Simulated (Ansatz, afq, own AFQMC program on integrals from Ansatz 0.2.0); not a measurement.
**H$_{3}$O⁺, singlet in 6-31G, levels against full CI**

```json
{"atom": "O", "x (Å)": "0.0144", "y (Å)": "0.0254", "z (Å)": "-0.0501"}
{"atom": "H", "x (Å)": "0.9553", "y (Å)": "0.0396", "z (Å)": "0.2171"}
{"atom": "H", "x (Å)": "-0.4693", "y (Å)": "0.8349", "z (Å)": "0.2098"}
{"atom": "H", "x (Å)": "-0.7147", "y (Å)": "-1.2769", "z (Å)": "0.3683"}
```

Basis 6-31G. Only valence electrons are correlated. Ansatz 0.2.0 and our own AFQMC program on the same integrals; the CISD trial comes from CCSD amplitudes, and released means the phaseless constraint is let go. Uncertainties: one standard error, sampling alone.

Determinant: RHF, the one that the program's search chose, which needn't be the lowest solution. The geometry is a point of a scan.

Full CI is exact in this basis; its frozen core comes from its own orbitals, which moves totals by up to a few meV.

Cautions: higher spins were not checked; raised T1 diagnostic (T1 0.021, weight of the determinant 0.93, largest double 0.08); full CI with its own frozen core.

- T1 diagnostic: 0.0212
- weight of the determinant in the CISD state: 0.935
- size of the correlated space: 8 electrons in 14 orbitals

| level | correlation energy (eV) |
| --- | --- |
| MP2 | -3.9376 |
| CCSD | -4.1549 |
| CCSD(T) | -4.2096 |

**Question.** Estimate where full CI lies against CCSD(T) in the same basis.

**Answer.** 19.0 meV below CCSD(T).

Reference: full CI, correlation energy -4.229 eV. The released energy is read at 1.50 1/Eh (meV from the phaseless value at times in 1/Eh: -8 ± 8 at 0.24, -7 ± 5 at 0.50, -3 ± 6 at 1.00, -3 ± 8 at 1.50). CCSDTQ lies 0.6 meV above full CI, in part by the other frozen core, which shifts every row alike, so rows that close can't be ranked against it.

```csv
level,E − E(reference) (meV),share of correlation (%)
CCSD(T),19.0,99.55
CCSDT,15.2,99.64
CCSDT(Q),-1.1,100.03
CCSDTQ,0.6,99.99
ph-AFQMC/CISD,5.2 ± 7.0,99.88
released AFQMC,1.7 ± 7.9,99.96
```

CCSDT and higher add their correlation energy to the determinant of the CCSD(T) run, since their own runs factorise the integrals more tightly (a shift of under 2 meV). A walk keeps the symmetry of its determinant, which the program's search chose and which needn't be the lowest solution, so a lower state of the same spin and another symmetry isn't excluded. Released energies are given only where the last usable release times agree within the noise; a slower fall can still hide under it.
